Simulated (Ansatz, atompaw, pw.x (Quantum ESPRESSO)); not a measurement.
From atom to crystal: PAW (atompaw) potential for W

atompaw 4.2.0.5 input, output lines left out:

```
W 74
GGA-PBESOL scalarrelativistic loggrid 2001 logderivrange -8 5 326
6 6 5 4 0 0
6 1 0
5 2 4
0 0 0
c
c
c
c
v
v
c
c
c
v
v
c
c
v
c
2
2.25 1.65 1.65 1.90
n
n
y
1.45
n
custom polynom vanderbiltortho sinc
3 0.5 ultrasoft
1.55
2.25
1.35
2.25
2.00
2.00
```

Atomic tests: cutoffs needed: 40 Ry and 55 Ry (the cutoffs (Ry, on a coarse ladder) from which the occupation-weighted sum of valence levels, in a spherical-Bessel basis at the reference potential, stays within 10 and 1 mRy of its value at 400 Ry); ghost test: no extra level below or beside the all-electron valence levels (s, p, d, f tested) (spherical-Bessel basis up to 400 Ry, 20 bohr box); lowest eigenvalue of the overlap operator: 0.56 (s channel).

Crystal test: fcc W in pw.x 7.5, no spin, 14³ k-points, Fermi–Dirac smearing 0.01 Ry, cutoffs 70/700 Ry. The reference is all-electron LAPW (Ansatz 0.2.0) with the same functional, mesh and smearing; V0 and B0 come from Birch–Murnaghan fits to the pressures at five volumes. Errors are pseudo minus all-electron; Δ is the rms difference of the E(V) curves that follow from these fits, minima aligned, over ±6 % about the mean V0. Mesh and smearing are coarse, so the numbers serve the comparison and aren't converged zero-temperature values; the lattice is a test structure that the element need not adopt.

| V (Å³/atom) | P all-electron (GPa) | P pseudo (GPa) |
| --- | --- | --- |
| 15.195 | 17.15 | 16.01 |
| 15.595 | 8.12 | 7.04 |
| 15.995 | 0.14 | -0.89 |
| 16.395 | -6.90 | -7.87 |
| 16.795 | -13.11 | -14.04 |

All-electron: a0 = 4.000 Å (V0 = 16.00 Å³/atom), B0 = 298.8 GPa.

Pseudopotential: mean pressure error (GPa): -1.03; a0 (Å): 3.996; a0 error (%): -0.11; B0 error (%): +0.7; Δ (meV/atom): 3.6.

Problem. At the middle volume, how do free energy and pressure move when the wave cutoff is lowered (ecutrho held at 700 Ry)?

Solution.

```
cutoff (Ry)  shift of F (meV/atom)  shift of P (GPa)
         32                 +207.5             -2.33
         42                  +61.6             -2.88
         56                   +3.1             -0.08
```

The run at the middle volume (104 k-points, 8 iterations) took about 16 s on one core of a shared host (AMD EPYC 9R45 96-Core Processor, 96 threads, 376 GiB, load 45).
